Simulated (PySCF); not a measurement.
## Ionisation energy of F by level of theory

F [He] 2s2 2p5 (2P) → F⁺ [He] 2s2 2p4 (3P), as a difference of total energies. All numbers are calculated (PySCF 2.14, the spin-free X2C one-electron Hamiltonian (Gaussian nucleus), in dyall-acv3z (15s9p4d2f, 76 functions)). Correlated levels: valence: 1s2 frozen; virtual orbitals above 40 to 60 times the deepest correlated orbital energy dropped. The calculations carry no spin-orbit coupling.

```tsv
method	ionisation energy (eV)
UHF	15.637
MP2 (valence)	17.289
SCS-MP2 (valence)	17.281
CCSD (valence)	17.182
CCSD(T) (valence)	17.243
```

Question: How much does correlation contribute at CCSD(T) (valence)?

Answer: 17.243 − (15.637) = 1.606 eV, measured against UHF.

Errors of the correlated levels include the incompleteness of this basis and the frozen core.

For comparison: 17.427 eV (measured; NIST levels, between the centres of gravity of the two terms).
